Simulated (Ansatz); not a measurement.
`C/C(F)=C/N` + CH₄ → `CC(C)=CN` + H–F  (formal exchange of groups at a C–F bond)

Computed with Ansatz on PBE0-D4/def2-TZVP structures; ΔE is electronic, products minus reactants. CCSD(T)/CBS is the MP2 limit (def2-TZVPP, def2-QZVPP) plus CCSD(T) − MP2 in def2-TZVPP, frozen cores. This one scheme is used for every species. DFT in def2-TZVPP. B3LYP here is the variant with VWN-RPA as its local correlation; programs differ in this. One conformer a species, not always the lowest.

```
             level  ΔE (kcal/mol)  difference from CCSD(T)/CBS
            PBE-D4           -3.5                          3.7
         r2SCAN-D4           -2.3                          4.9
           PBE0-D4           -4.8                          2.4
          B3LYP-D4           -2.9                          4.3
           ωB97X-V           -3.0                          4.2
           ωB97M-V           -3.6                          3.6
            B2PLYP           -3.6                          3.6
               PBE           -2.2                          5.0
            r2SCAN           -2.0                          5.2
              PBE0           -3.7                          3.5
             B3LYP           -0.9                          6.3
     HF/def2-TZVPP           -1.0                          6.2
    MP2/def2-TZVPP           -9.2                         -2.0
SCS-MP2/def2-TZVPP           -6.9                          0.3
   CCSD/def2-TZVPP           -6.0                          1.2
CCSD(T)/def2-TZVPP           -6.4                          0.8
     HF/def2-QZVPP           -1.0                          6.2
    MP2/def2-QZVPP           -9.6                         -2.4
SCS-MP2/def2-QZVPP           -7.4                         -0.2
      HF/CBS(def2)           -1.1                          6.1
     MP2/CBS(def2)           -9.9                         -2.7
    CCSD/CBS(def2)           -6.7                          0.5
       CCSD(T)/CBS           -7.2                            0
```

Largest T1 diagnostic among the species: 0.012.

In def2-TZVPP, CCSD(T) changes the Hartree–Fock value by −5.4 kcal/mol (the triples alone add −0.4 kcal/mol) and MP2 by −8.1 kcal/mol. The D4 term adds −2.1 kcal/mol with B3LYP and −1.1 kcal/mol with PBE0; it sums over pairs of atoms, weighted by their polarisabilities, and B3LYP, whose exchange is more repulsive, gets the larger term. From PBE to PBE0 (25 % exact exchange), in def2-TZVPP and without D4, ΔE moves by −1.4 kcal/mol.
